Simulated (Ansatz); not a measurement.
# Y, hcp: geometry optimisation

Method: Ansatz 0.2.0, DFT, RPBE, plane waves (420 eV) with PAW, scalar-relativistic. (PAW data from PBE, frozen cores regenerated.)

k-point mesh 10×10×6, Fermi-Dirac smearing 0.1 eV, no spin polarisation. Cell and atoms relax.

Starting structure:

```yaml
crystal:
  lattice:
    - [3.647399542, 0.0, 0.0]
    - [-1.823699771, 3.1587406611, 0.0]
    - [0.0, 0.0, 5.7306]
  atoms:
    - { symbol: "Y", position: [0.3333333333, 0.6666666667, 0.25] }
    - { symbol: "Y", position: [0.6666666667, 0.3333333333, 0.75] }
hamiltonian:
  xc: rpbe
  pseudopotentials:
    kind: paw
    azcp:
      "Y": "pseudopotentials/Y.paw.azcp"
basis:
  ecutwfc: 420
  fft_grid_basis: typed
kpoints:
  mp_grid: { grid: [10, 10, 6], shift: [0, 0, 0] }
magnetization:
  spin_polarized: false
scf:
  occupations: { method: fermi_dirac, width: 0.1 }
relax:
  max_steps: 60
  f_tol: 0.01
  cell: {}
```

Task: What cell does the relaxation end in?

Result: P6_3/mmc with a = 3.698 Å, c = 5.778 Å (c/a = 1.562); 34.21 Å³ per atom against 33.01 at the start (3.6 %).

Task: How much energy does the relaxation gain?

Result: 5.3 meV per atom.

Path of the relaxation (the plane waves are chosen anew near the end, which can shift the energy a little):

| step | E − E(final) (meV/atom) | V (Å³/atom) | P (GPa) | max force (eV/Å) |
| --- | --- | --- | --- | --- |
| 0 | 5.34 | 33.012 | 1.42 | 0.000 |
| 1 | 0.04 | 34.223 | -0.02 | 0.000 |
| 2 | 0.03 | 34.210 | 0.00 | 0.000 |
| 3 | 0.00 | 34.210 | 0.00 | 0.000 |
